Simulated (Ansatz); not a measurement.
Results of LDA (Ansatz, an electronic-structure program, PAW) for cubic perovskite KTaO₃.

Numerical settings: plane-wave cutoff 520 eV, 6×6×6 k mesh, scalar-relativistic PAW data made under PBE.

Computed at the level's own relaxed cell.

Elastic tensor (GPa, Voigt notation, ions relaxed):

```
  489.7    82.0    82.0     0.0     0.0     0.0
   82.0   489.7    82.0     0.0     0.0     0.0
   82.0    82.0   489.7     0.0     0.0     0.0
    0.0     0.0     0.0   101.1     0.0     0.0
    0.0     0.0     0.0     0.0   101.1     0.0
    0.0     0.0     0.0     0.0     0.0   101.1
```

Worked from these constants: the tetragonal shear constant is C′ = (C11 − C12)/2 = 203.8 GPa against C44 = 101.1 GPa, so the C44 shear is the softer. The Zener ratio C44/C′ is 0.50 (1 for an isotropic solid), and the Cauchy pressure C12 − C44 is -19.1 GPa. With C11 + 2C12 = 653.7 GPa all three Born conditions hold; they don't test modes at the zone boundary.

Measured, for comparison: elastic constant C11 431 GPa, elastic constant C12 103 GPa, elastic constant C44 109 GPa (temperature not stated, not corrected to a static lattice; as tabulated in arXiv:2111.11352). Computed (rounded) less measured: elastic constant C11 +14 %, elastic constant C12 -20 %, elastic constant C44 -7 %.

Spin–orbit coupling is not included.
